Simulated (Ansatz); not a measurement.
Input for Ansatz (development build ahead of 0.2.0):

```yaml
crystal:
  periodic: [false, false, false]
  atoms:
    - { symbol: Si, position_ang: [0.0, 0.0, -0.8501] }
    - { symbol: H, position_ang: [0.0, 0.0, 0.8501] }
basis:
  gaussian: { orbitals: def2-SVP }
total_charge: -1
magnetization:
  initial_magnetization: 2
hamiltonian:
  xc: hf
correlation:
  method: mp2
  frozen_orbitals: { H: 0, Si: 5 }
```

The input is written out in the form of the current development build from the run's settings. Correlation on restricted open-shell orbitals is semicanonical, with singles.

Output:

```
Converged                                                          : yes
Reference energy                                                   : -289.33906 hartree
Correlation energy                                                 : -0.07488 hartree
Total energy                                                       : -289.41395 hartree
Spin squared of the determinant                                    : 2.000
Stability test                                                     : minimum among restricted orbitals
Occupied orbitals by symmetry in an Abelian subgroup (alpha; beta) : 5 A1 2 B1 2 B2; 5 A1 1 B1 1 B2
```

Messages of the program:
```
mean field -7873.31704199 eV, -289.3390645673 hartree, gradient 1.8e-6 eV, S^2 2.000000; 0 other ends of a descent, 0 dependent functions left out
```

Caution: no diffuse functions for an anion.
